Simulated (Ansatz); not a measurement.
Geometry optimisation, UKS B3LYP-D4/def2-SVP (Ansatz).

Input file:

```yaml
crystal:
  periodic: [false, false, false]
  atoms:
    - { symbol: B, position_ang: [-0.40439, -0.41885, 0.01098] }
    - { symbol: "N", position_ang: [0.45245, 0.47712, -0.0076] }
    - { symbol: H, position_ang: [-1.19546, -1.23944, 0.03344] }
    - { symbol: H, position_ang: [1.1474, 1.18118, -0.03682] }
magnetization:
  spin_polarized: true
basis:
  gaussian: { orbitals: def2-SVP }
hamiltonian:
  xc: b3lyp
  dispersion: d4
relax:
  f_tol: 0.02
  max_steps: 40
```

Run as:

```bash
$ ansatz run input.yaml --threads 1 --pin off --max-ram 2048MiB --backend cpu --events-out ev --progress --plain --runs-dir out
```

Problem. Where does it end, and by what steps?

Solution. It converged. After 3 steps the energy has fallen by 0.025 eV; H3 moved furthest, 0.03 Å.

```csv
step,energy less start (eV),largest force component (eV/Å),accepted
0,0.0000,0.846,yes
1,-0.0229,0.213,yes
2,-0.0246,0.021,yes
3,-0.0248,0.016,yes
```

```xyz
4
Properties=species:S:1:pos:R:3
B -0.399 -0.413 0.012
N 0.462 0.478 -0.013
H -1.219 -1.262 0.035
H 1.156 1.196 -0.034
```

Whether the end is a true minimum wasn't checked by a vibrational analysis.

The run took 4 s on 1 thread of Arm Neoverse V1, on a shared host, peak memory 0.1 GiB.
